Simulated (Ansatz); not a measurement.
The input, for Ansatz 0.2.0:

```yaml
crystal:
  periodic: [false, false, false]
  atoms:
    - {symbol: N, position_ang: [0.000000, 0.000000, 0.000000]}
    - {symbol: N, position_ang: [0.000000, 0.000000, 1.129980]}
basis:
  gaussian: {orbitals: cc-pVTZ}
magnetization: {spin_polarized: true, initial_magnetization: 0}
hamiltonian: {xc: hf}
output: {orbitals: {seedname: orbitals}}
```

```sh
$ ansatz run in.yaml --threads 1 --pin off --events-out ev --progress --plain --max-ram 3956MiB --backend cpu
```

Log:

```
438 factors; their error is unknown
mean field evaluation 1: about -2965.0197 eV, gradient 7.3e0 eV
mean field evaluation 2: about -2965.2900 eV, gradient 1.8e0 eV
mean field evaluation 4: about -2965.3097 eV, gradient 2.7e-1 eV
mean field evaluation 8: about -2965.3443 eV, gradient 1.0e-4 eV
mean field evaluation 16: about -2953.2675 eV, gradient 2.8e1 eV
mean field evaluation 32: about -2965.3213 eV, gradient 2.9e-1 eV
mean field -2965.34429988 eV, -108.9743930379 hartree, gradient 1.6e-5 eV, S^2 0.000000; 0 other end points of the search recorded, 0 dependent functions left out
reference -2965.34429988 eV, -108.9743930379 hartree; 7, 7 occupied and 53, 53 virtual orbitals, 438 factors
Total energy: -2965.34429988 eV, -108.9743930379 hartree
```

Ran on 1 thread of AMD EPYC 7R13, shared host: 0.58 s wall, 0.12 GiB peak host memory.
